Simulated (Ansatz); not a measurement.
fcc Ag, treated with PBEsol (PAW; Ansatz, an electronic-structure program).

Run with plane-wave cutoff 500 eV, 20×20×1 k mesh (along the axes of the cell as run), Fermi–Dirac smearing 0.1 eV, scalar-relativistic PAW data made under PBE.

### Question
What does this level give for the surface energy of the (100) face and work function of the (100) face?

### Answer

surface energy of the (100) face: 1.12 J/m²
work function of the (100) face: 4.40 eV

The slab of 6 atoms is relaxed and unreconstructed.

The computed numbers hold no vibrational or temperature effects.

The result took about 7 core-minutes (a rough figure).
